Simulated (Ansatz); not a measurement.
Multireference treatment of SiH4, singlet

Program: Ansatz, Gaussian basis, development build. Basis cc-pVDZ, nonrelativistic, 5 orbitals frozen in the corrections. State-specific CASSCF; RHF is the lowest restricted (open-shell) Hartree–Fock solution met. No symmetry is imposed, so a solution can break that of the shape. No proof that the lowest CASSCF solution was found.

Geometry:

```xyz
5

Si    0.0000    0.0000    0.0000
H     0.8619    0.8619    0.8619
H     0.8619   -0.8619   -0.8619
H    -0.8619    0.8619   -0.8619
H    -0.8619   -0.8619    0.8619
```

Q: What do CASSCF and its corrections give against RHF in CAS(8,8), and what are the occupations?

A: CASSCF -1.527 eV, SC-NEVPT2 -3.248 eV; occupations 1.99, 1.98, 1.98, 1.98, 0.03, 0.02, 0.02, 0.02.
